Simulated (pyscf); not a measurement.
H₃C–In(CH₃)–NH₂ (SMILES [CH3][In]([CH3])[NH2]) + H₂ (SMILES [H][H]) -> H₃C–InH–CH₃ (SMILES [CH3][InH][CH3]) + NH₃ (SMILES N), a four-centre exchange (singlet surface; In–N, H–H broken, H–In, H–N formed). PySCF, gas phase, ωB97X-D3(BJ)/def2-SVP geometries. Energies in kJ/mol from the separated reactants.

AM1 to PM7: differences of heats of formation from MOPAC. 

### Question
Quick PM3 single points give ΔE‡ = 149.9 kJ/mol and ΔE = +99.9 kJ/mol. What does ωB97M-D3(BJ)/def2-TZVP give, and how far is the quick result from it?

### Answer
ωB97M-D3(BJ)/def2-TZVP gives ΔE‡ = 77.6 kJ/mol and ΔE = -3.8 kJ/mol. PM3 lies 72.2 kJ/mol over it in the barrier and 103.7 kJ/mol over it in the reaction energy, so on this step it does not hold to within 12.6 kJ/mol. ωB97M-D3(BJ)/def2-TZVP has limits of its own. On the product side the descent ends in an adduct with a In–N contact, 81.5 kJ/mol under the separated species and 152.1 kJ/mol under the saddle at ωB97X-D3(BJ)/def2-TZVP. What is counted as broken (In–N) persists as a longer contact in the product adduct; parting that adduct is a step of its own. At the saddle there is also a short H–In contact that neither side keeps. This is the saddle that the search found; another between the same sides may lie lower. Elements past Kr carry the def2 core potentials, without spin-orbit coupling.
